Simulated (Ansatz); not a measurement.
# B₂H₂ (singlet): from Hartree-Fock to the top rungs at distance B1–B2 = 3.806 Å, 6-31G

Aim: climb from Hartree-Fock through coupled cluster and multireference methods for B₂H₂ (singlet) at one geometry and basis, and see what each rung misses.

Program: Ansatz 0.2.0, Gaussian basis. Level of theory: 6-31G, core rule «outside noble gas», up to 2 orbitals frozen. These are calculated values, not measurements.

The runs, in order: UHF; CCSD(T) on RHF; CCSD(T) on UHF; BCCD(T) on RHF; CISD; CCSDT(Q) on RHF; CCSDT(Q) on UHF; CCSDTQ on RHF; CCSDTQ on UHF; CASSCF and MRCISD+Q, 2 electrons in 2 orbitals; CASSCF and NEVPT2, 2 electrons in 2 orbitals; CASSCF and MRCISD+Q, 8 electrons in 10 orbitals; CASSCF and NEVPT2, 8 electrons in 10 orbitals; Full CI.

## (1) The system

The geometry derives from a PBE0/def2-TZVP stationary point (not a proven minimum). One bond is set to the value named and the two fragments are kept rigid.

4 atoms, charge 0, spin multiplicity 1.

Atoms are counted from 1 here; the program's logs count them from 0.

Bond lengths: B1–H3 1.199 Å, B1–H4 1.199 Å. Angles: H3–B1–H4 117.3°.

## (2) UHF

in.yaml reads:

```yaml
crystal:
  periodic: [false, false, false]
  atoms:
    - {symbol: B, position_ang: [0.000000, 0.000000, 1.687531]}
    - {symbol: B, position_ang: [0.000000, 0.000000, -2.118469]}
    - {symbol: H, position_ang: [0.000000, 1.023985, 2.311087]}
    - {symbol: H, position_ang: [0.000000, -1.023985, 2.311087]}
basis:
  gaussian: {orbitals: 6-31G}
magnetization: {spin_polarized: true, initial_magnetization: 0}
hamiltonian: {xc: hf}
output: {orbitals: {seedname: orbitals}}
```

Run with:

```console
> ansatz run in.yaml --threads 1 --pin off --events-out ev --progress --plain --max-ram 4096MiB --backend cpu
```

After this run come: CCSD(T) on RHF; CCSD(T) on UHF; BCCD(T) on RHF; CISD; CCSDT(Q) on RHF; CCSDT(Q) on UHF; CCSDTQ on RHF; CCSDTQ on UHF; CASSCF and MRCISD+Q, 2 electrons in 2 orbitals; CASSCF and NEVPT2, 2 electrons in 2 orbitals; CASSCF and MRCISD+Q, 8 electrons in 10 orbitals; CASSCF and NEVPT2, 8 electrons in 10 orbitals; Full CI.

Before running them: what should the planned runs give, taken together? Wanted: FCI below the RHF energy; RMP2 from FCI; UMP2 from FCI; RCCSD from FCI; RCCSD(T) from FCI; UCCSD(T) from FCI; RCCSDT(Q) from FCI; UCCSDT(Q) from FCI; NEVPT2 pair from FCI.

**Answer**, as computed:

| quantity | value |
| --- | --- |
| FCI below the RHF energy | -5.2864 eV |
| RMP2 from FCI | +2013.4 meV |
| UMP2 from FCI | +1077.3 meV |
| RCCSD from FCI | +243.4 meV |
| RCCSD(T) from FCI | -2.5 meV |
| UCCSD(T) from FCI | +93.6 meV |
| RCCSDT(Q) from FCI | +0.1 meV |
| UCCSDT(Q) from FCI | -2.1 meV |
| NEVPT2 pair from FCI | +963.9 meV |
| MRCISD+Q pair from FCI | -34.1 meV |
| NEVPT2 valence from FCI | +257.3 meV |
| levels within 1 kcal/mol (43 meV) | RCCSD(T), BCCD(T), RCCSDT, UCCSDT, RCCSDT(Q), UCCSDT(Q), RCCSDTQ, UCCSDTQ, MRCISD+Q pair, MRCISD valence, MRCISD+Q valence |
| T1 diagnostic | 0.044 |
| effectively unpaired electrons | 1.49 |

RCCSD(T) lands -2.5 meV from the yardstick (0.0 % of the correlation energy). CCSD(T) misses by -2.5 meV on the restricted determinant and by +93.6 meV on the unrestricted one; the two need not hold the same state or core. RCCSD(T), UCCSDT(Q), MRCISD+Q pair fall below full CI: unrestricted runs freeze a spin-polarised core, another one than full CI's, and coupled cluster isn't variational. The occupations show strong static correlation (1.5 unpaired electrons where one determinant has 0). Coupled cluster on one determinant still stays close here. Of the multireference levels listed MRCISD+Q valence comes nearest in total energy (+2.8 meV), which doesn't show that its space is the better one. Coupled cluster took another determinant than the lowest Hartree-Fock one. These misses are within one basis, not against nature.
